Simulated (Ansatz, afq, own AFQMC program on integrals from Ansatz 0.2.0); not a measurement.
Integrals from Ansatz 0.2.0, then the random walk in our own AFQMC program (afq).

```yaml
crystal:
  periodic: [false, false, false]
  atoms:
    - {symbol: Si, position_ang: [-0.056321, 0.000000, 1.156776]}
    - {symbol: Al, position_ang: [0.030473, 0.000000, -1.350744]}
    - {symbol: H, position_ang: [0.376805, -1.189387, 1.962674]}
    - {symbol: H, position_ang: [0.376805, 1.189387, 1.962674]}
basis:
  gaussian: {orbitals: cc-pVDZ}
magnetization: {spin_polarized: false, initial_magnetization: 1}
correlation: {method: ccsd_t, electrons: outside_noble_gas, hamiltonian_folder: ham}
```

```sh
$ ansatz run in.yaml --threads 1 --pin off --events-out ev --progress --plain --max-ram 1382MiB
```

afq runs on the folder ham with

```
--method phaseless --trial cisd --walkers 60 --populations 1 --least-time 40 --time-step 0.005 --steps-per-block 50 --equilibration-blocks 28 --max-blocks 300 --target-error 0.00036 --factor-cut 1e-05 --start spin_pure --seed 8438 --release-times 0.24,0.51,0.99,1.62,2.4 --release-step 0.03 --release-every 4 --taylor-order 6
```

Times are imaginary, in 1/Eh. The walk had a cap of 1011 s.

Log:

```
orbitals 36  electrons 5 4  factors 263 of 451
reference energy -531.94551123 Eh
CCSD correlation -0.17380374 Eh in 16 cycles, weight of the determinant in the CISD state 0.8413
energy of the start -532.119315 Eh
 block  time / (1/Eh)  mean weight  energy / Eh
     1     0.250  0.9999  -532.116778
     2     0.500  0.9993  -532.116682
     3     0.750  1.0006  -532.118223
     4     1.000  1.0004  -532.118541
     5     1.250  1.0044  -532.120486
     9     2.250  1.0000  -532.123650
    33     8.250  1.0002  -532.121960
    65    16.250  1.0010  -532.125454
    81    20.250  1.0011  -532.137356
    97    24.250  1.0002  -532.129479
   129    32.250  0.9994  -532.123077
   161    40.250  1.0003  -532.125038
   193    48.250  1.0000  -532.121266
   225    56.250  0.9991  -532.126024
   257    64.250  0.9991  -532.121591
   289    72.250  1.0011  -532.125689
   321    80.250  0.9994  -532.122502
blocks merged  error / Eh  count
     1  0.000183  300
     2  0.000238  150
     4  0.000296  75
     8  0.000360  37
    16  0.000397  18
    32  0.000391  9
released: time / (1/Eh)  energy / Eh  error  mean overlap
  0.24  -532.125855  0.000366  0.9935
  0.51  -532.126022  0.000276  0.9907
  0.99  -532.125839  0.000282  0.9941
  1.62  -532.126265  0.000395  0.9877
  2.40  -532.124878  0.000450  1.0100
energy -532.125703 +/- 0.000397 Eh
(rows thinned)
```

The run passed its tests (sampling time, drift between the halves within three errors, error under three times the target), which doesn't prove that it has relaxed. The second half of the sampling lies above the first by 1.7 errors of their difference, so the energy may still be moving and its error bar be too small.

Against this walk (error 10.8 meV) on the same determinant: CCSD(T) 33.4 meV higher, CCSDT(Q) 12.8 meV lower (within the noise). The error is statistical and leaves out the bias of the constraint. The released energies move by 1.5 errors or more from one time to the next (meV from the phaseless value at times in 1/Eh: -4 ± 10 at 0.24, -9 ± 8 at 0.51, -4 ± 8 at 0.99, -15 ± 11 at 1.62, 22 ± 12 at 2.40), so they give no level.

Cautions: constraint bias not in the error; error above the target (10.8 against 9.8 meV); higher spins were not checked; a spin-contaminated unrestricted determinant lies lower (UHF 188 meV lower, ⟨S²⟩ 0.98).

The walk took 14 min on 1 thread of Intel(R) Xeon(R) Processor @ 2.50GHz (Skylake/Cascade Lake) (shared host). The log's last line is the phaseless energy.

CCSDT and higher add their correlation energy to the determinant of the CCSD(T) run, since their own runs factorise the integrals more tightly (a shift of under 2 meV). A walk keeps the symmetry of its determinant, which the program's search chose and which needn't be the lowest solution, so a lower state of the same spin and another symmetry isn't excluded.
